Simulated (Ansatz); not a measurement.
## Si$_{2}$⁻, sextet in aug-cc-pVDZ: errors against UCCSDT(Q)

Geometry: that of the Si2⁻, quartet, kept fixed.

```xyz
2

Si    0.0000    0.0000    0.0000
Si    0.0000    0.0000    2.3978
```

Basis aug-cc-pVDZ; Ansatz 0.2.0. Only valence electrons are correlated (noble-gas cores frozen), which leaves 9 electrons in 44 orbitals. R marks a restricted (for open shells ROHF) determinant, U an unrestricted one. Active spaces: valence = (9e, 8o) chosen from the atoms' valence shells. This anion state lies near or above the neutral species, so the extra electron is weakly bound or unbound and the energies hang on the diffuse functions.

Full CI isn't at hand for all of this; UCCSDT(Q) serves as the reference, and is uncertain by about the last step of the cluster series. The frozen core follows each run's orbitals, which can shift R against U totals by a few meV.

For open shells CISD is restricted-active-space CI with the open shells as a complete middle space.

* UHF ⟨S²⟩: 8.755
* T1 diagnostic (RCCSD): 0.0147
* largest doubles amplitude (RCCSD): 0.045
* T1 diagnostic (UCCSD): 0.0129

```tsv
level	E − E(RHF) (eV)
UHF	-0.0480
RMP2	-3.5553
UMP2	-3.5392
RCCSD	-4.3481
UCCSD	-4.3499
RCCSD(T)	-4.5272
UCCSD(T)	-4.5272
```

(1) Estimate how far UCCSDT(Q) in aug-cc-pVDZ lies from RCCSD(T). The table doesn't fix it; the size of (T) and the diagnostics are the guide.

(1) UCCSDT(Q) in aug-cc-pVDZ lies 4.9 kJ/mol below RCCSD(T), which is 28 % of the (T) step (-17.3 kJ/mol). The diagnostics give no warning, yet the rest is a sizeable part of (T). The miss exceeds 1 kcal/mol.

The other levels:

```csv
level,E − E(UCCSDT(Q)) (kJ/mol),share of correlation (%),wall time
CISD,41.0,90.71,11 s
BCCD(T),4.8,98.92,6.5 s
RCCSDT,1.4,99.69,–
UCCSDT,1.3,99.70,–
RCCSDT(Q),0.0,99.99,35 s
CASSCF (valence space),396.8,10.16,–
NEVPT2 (valence space),98.2,77.76,2.4 s
MRCISD (valence space),42.5,90.37,–
MRCISD+Q (valence space),0.8,99.83,3.5 s
```

The correlation energy at UCCSDT(Q), counted from RHF, is -4.578 eV. That run took 28 s on 1 thread of Arm Neoverse V2, shared host.

Times hold each run's SCF and search for its determinant on a shared host, so for small cases they say little of a method's own cost; they ran on 1 thread of Arm Neoverse V2. Some runs computed forces too.

Natural occupations of CASSCF (valence space) about the gap: 1.990 1.970 1.003 1.002 1.002 1.000 1.000 0.034; effectively unpaired electrons, Σ n²(2−n)², 5.01.
